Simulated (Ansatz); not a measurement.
One geometry of the cluster Li2H3, several levels of theory.

```yaml
crystal:
  periodic: [false, false, false]
  atoms:
    - {symbol: Li, position_ang: [-0.160320, -0.294462, -1.157104]}
    - {symbol: Li, position_ang: [-0.217548, 0.698626, 0.957020]}
    - {symbol: H, position_ang: [0.312125, -0.996674, 0.476627]}
    - {symbol: H, position_ang: [-0.957029, 1.052296, -0.520196]}
    - {symbol: H, position_ang: [1.022772, -0.459776, 0.243654]}
basis:
  gaussian: {orbitals: def2-TZVP, initial_orbitals: start.molden}
magnetization: {spin_polarized: true, initial_magnetization: 1}
hamiltonian: {xc: pbe0, dispersion: d4}
scf: {omitted_lower_state_checks: [starts]}
output: {orbitals: {seedname: orbitals}}
```

The file start.molden holds the orbitals of an earlier run on this structure, at another level or in another basis.

```sh
$ ansatz run in.yaml --threads 4 --pin off --events-out ev --progress --plain --max-ram 3916MiB
```

Shortened log:

```
Functional definition: PBE0
390 factors; their error is unknown
mean field evaluation 1: about -431.4986 eV, gradient 3.6e1 eV
mean field evaluation 2: about -443.2994 eV, gradient 2.1e1 eV
mean field evaluation 4: about -454.7395 eV, gradient 1.9e0 eV
mean field evaluation 8: about -454.8210 eV, gradient 7.0e-3 eV
mean field -454.82096591 eV, -16.7143622083 hartree, gradient 2.3e-5 eV, S^2 0.751647; 0 other end points of the search recorded, 0 dependent functions left out
reference -454.82099991 eV, -16.7143634581 hartree; 5, 4 occupied and 41, 42 virtual orbitals, 390 factors
Total energy: -454.85911897 eV, -16.7157643075 hartree
Checks for a lower state left out: starts
```

Run time 0.4 s (4 threads of Arm Neoverse V1 on a shared host).

The first input with `hamiltonian: {xc: pbe, dispersion: d4}`, `output: {forces: true, orbitals: {seedname: orbitals}}` (abridged; 0.5 s):

```
Functional definition: PBE
mean field -454.53376660 eV, -16.7038078287 hartree, gradient 4.6e-6 eV, S^2 0.751341
Total energy: -454.58024069 eV, -16.7055157199 hartree
Atom 0 force    -0.007391    -0.006235    -0.039445 eV/Å
Atom 1 force    -0.009220     0.026188     0.029693 eV/Å
Atom 2 force    -0.018730    -0.053319     0.024535 eV/Å
Atom 3 force    -0.024728     0.026277    -0.013082 eV/Å
Atom 4 force     0.060069     0.007089    -0.001702 eV/Å
Dipole moment:     0.203226    -0.220710     0.109170 e Å
Checks for a lower state left out: starts
```

As the first input, with `hamiltonian: {xc: hse06, dispersion: d4}` (abridged; 0.45 s):

```
Functional definition: HSE06
mean field -454.74548685 eV, -16.7115884040 hartree, gradient 2.7e-5 eV, S^2 0.751605
Total energy: -454.78038108 eV, -16.7128707435 hartree
Checks for a lower state left out: starts
```

As the first input, with `gaussian: {orbitals: def2-TZVPP, initial_orbitals: start.molden}`, `correlation: {method: ccsd_t}`, `scf: {omitted_lower_state_checks: [starts, cluster_reference]}` and without the key `hamiltonian` (abridged; 1.3 s):

```
Functional definition: HF
mean field -450.54974780 eV, -16.5573978380 hartree, gradient 2.4e-6 eV, S^2 0.756407
second order -3.65419306 eV of doubles, -0.00000000 eV of singles
cycle   1  -4.19743370 eV  change   -5.4e-1 eV  update   4.6e-2
cycle   2  -4.37062768 eV  change   -1.7e-1 eV  update   1.6e-2
cycle   3  -4.36999622 eV  change    6.3e-4 eV  update   4.4e-3
cycle   4  -4.37056192 eV  change   -5.7e-4 eV  update   1.6e-3
cycle   5  -4.37110140 eV  change   -5.4e-4 eV  update   6.5e-4
cycle   6  -4.37098756 eV  change    1.1e-4 eV  update   1.9e-4
cycle   7  -4.37097592 eV  change    1.2e-5 eV  update   6.9e-5
cycle   8  -4.37099368 eV  change   -1.8e-5 eV  update   2.3e-5
cycle   9  -4.37099336 eV  change    3.2e-7 eV  update   8.1e-6
perturbative correction -0.03712353 eV, -0.0013642646 hartree
Total energy: -454.95786469 eV, -16.7193931458 hartree
Checks for a lower state left out: starts, cluster_reference
```

As the first input, with `hamiltonian: {xc: r2scan, dispersion: d4}` (abridged; 0.8 s):

```
Functional definition: r2SCAN
mean field -455.73048703 eV, -16.7477864930 hartree, gradient 9.7e-6 eV, S^2 0.753232
Total energy: -455.74173066 eV, -16.7481996888 hartree
Checks for a lower state left out: starts
```

First input, but with `hamiltonian: {xc: {name: CAM-B3LYP}, dispersion: d4}` (abridged; 0.45 s):

```
Functional definition: CAM-B3LYP
mean field -455.33966302 eV, -16.7334239755 hartree, gradient 1.6e-5 eV, S^2 0.751023
Total energy: -455.37719605 eV, -16.7348032892 hartree
Checks for a lower state left out: starts
```

Geometry: PBE0-D4/def2-TZVP.

HSE06 is defined as in plane-wave codes, on full-range PBE exchange. Correlated methods freeze no core orbitals; core or outer-core shells of Li are correlated, in sets that lack core-valence functions. In the doublet, H3 and H5 lie 0.92 Å apart (atoms count from 1), so these atoms are partly bonded to each other. Another isomer (doublet) lies 0.42 eV lower at PBE0-D4/def2-TZVP; other spin states weren't run for this one.
